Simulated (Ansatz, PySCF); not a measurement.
Dimer: C2H2 (SMILES C#C) (first 4 atoms) with H2O (SMILES O); geometry from S66by8 set.
(charge 0, multiplicity 1):
```xyz
7

C     -1.016     0.043     0.034
H      0.050     0.013     0.009
C     -2.228     0.077     0.061
H     -3.289     0.107     0.086
O      2.279    -0.073    -0.058
H      2.849    -0.663     0.439
H      2.851     0.278    -0.743
```

Basis-set superposition error: the interaction energy with monomers in their own basis, and in the dimer's basis (counterpoise).

The values were computed with Ansatz (a first-principles code) with Gaussian orbitals; PySCF for 6-31G* rows. Values without a source in brackets are computed.

| level | uncorrected (kJ/mol) | counterpoise (kJ/mol) | difference |
|---|---|---|---|
| HF/6-31G* | -13.6 | -11.6 | 2.0 |
| HF/aug-cc-pVTZ | -9.7 | -9.3 | 0.4 |
| PBE/def2-TZVPPD | -11.1 | -10.9 | 0.2 |
| revPBE/def2-TZVPPD | -7.0 | -6.8 | 0.2 |
| B3LYP/def2-TZVPPD | -9.9 | -9.7 | 0.2 |
| CAM-B3LYP/def2-TZVPPD | -11.8 | -11.6 | 0.2 |
| wB97X-V/def2-TZVPPD | -12.1 | -12.0 | 0.2 |
| MP2/aug-cc-pVTZ | -13.2 | -11.5 | 1.7 |
| CCSD/aug-cc-pVDZ | -14.0 | -10.1 | 3.9 |
| CCSD(T)/aug-cc-pVDZ | -14.8 | -10.6 | 4.2 |

The error is largest for CCSD(T)/aug-cc-pVDZ (4.2 kJ/mol) and smallest for wB97X-V/def2-TZVPPD (0.2 kJ/mol).
